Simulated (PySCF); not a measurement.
A basis-limit estimate, worked out

An elementary step of CH$_{7}$BO, closed shell (CH₅BO ([BH2][O][CH3]) + H₂ → CH₄O ([CH3][OH]) + BH₃ (still joined by a long B–O bond); B–O, H–H broken or loosened, B–H, O–H formed or tightened). “Start” and “end” are the PBE0-D4/def2-TZVP structures reached by relaxing down either side of its saddle point, with the molecules still in contact.

PySCF 2.14 with density fitting (its default auxiliary sets; JK sets also for MP2 and CCSD(T)); basis: def2-TZVPP and def2-QZVPP; cores frozen in the correlated methods.

Energies in eV:

| quantity | end | start |
| --- | --- | --- |
| Hartree–Fock, triple zeta (X = 3) | -3850.69220 | -3851.47355 |
| Hartree–Fock, quadruple zeta (X = 4) | -3850.88739 | -3851.68473 |
| MP2 correlation, X = 3 | -15.17812 | -14.95548 |
| MP2 correlation, X = 4 | -16.16948 | -15.94744 |
| CCSD(T) correlation, X = 3 | -16.78189 | -16.54974 |

**Question.** Work out the step energy at the basis limit: extrapolate Hartree–Fock as E(X) = E∞ + A exp(−7.88 √X) and the MP2 correlation as E(X) = E∞ + B X^−2.97 (the exponents that Neese and Valeev fitted for def2-TZVPP and QZVPP), then add CCSD(T) − MP2 in triple zeta.

**Answer.** Each step is linear, so take the differences first (end − start): Hartree–Fock 0.78135 (X = 3) and 0.79734 (X = 4); MP2 correlation -0.22264 and -0.22204; CCSD(T) correlation -0.23215.
Two points give E∞ = E(4) + w [E(4) − E(3)], with w = 1/(exp(7.88 (2 − √3)) − 1) = 0.1377 for Hartree–Fock and w = 1/((4/3)^2.97 − 1) = 0.7407 for the correlation.
Hartree–Fock: 0.79734 + 0.1377 × 0.01599 = 0.7995 eV.
MP2 correlation: -0.22204 + 0.7407 × 0.00060 = -0.2216 eV.
CCSD(T) − MP2: -0.23215 − (-0.22264) = -0.0095 eV.
Sum: 0.7995 + (-0.2216) + (-0.0095) = 0.5684 eV, or 13.11 kcal/mol. Plain CCSD(T) in triple zeta gives 0.5492 eV, so the larger basis shifts the result by 0.0192 eV.

The T1 diagnostic stays at or below 0.014.

Labels in which every atom is bracketed show which atoms are joined, not bond orders.

For scale, one of the runs: CCSD(T)/def2-TZVPP, 191 basis functions, launched by `OMP_NUM_THREADS=4 python run.py`. The run took 3 min on 4 CPU threads of a Oxide Virtual Turin-like (shared host), with 2 GiB of host memory at its peak.
